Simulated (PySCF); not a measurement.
Ionisation energy of S by level of theory

S [Ne] 3s2 3p4 (3P) → S⁺ [Ne] 3s2 3p3 (4S), as a difference of total energies. All numbers are calculated (PySCF 2.14, the non-relativistic Hamiltonian (point nucleus), in aug-cc-pV(T+d)Z). Correlated levels: valence: [Ne] frozen. The calculations carry no spin-orbit coupling.

```json
{"method": "UHF", "ionisation energy (eV)": "9.243"}
{"method": "MP2 (valence)", "ionisation energy (eV)": "10.005"}
{"method": "SCS-MP2 (valence)", "ionisation energy (eV)": "10.085"}
{"method": "CCSD (valence)", "ionisation energy (eV)": "10.112"}
{"method": "CCSD(T) (valence)", "ionisation energy (eV)": "10.153"}
```

Errors of the correlated levels include the incompleteness of this basis and the frozen core.

Which method comes closest to the reference value, and which is furthest?

The reference is 10.336 eV (measured; NIST levels, between the centres of gravity of the two terms). Closest: CCSD(T) (valence) (error -0.183 eV); furthest: UHF (error -1.093 eV).
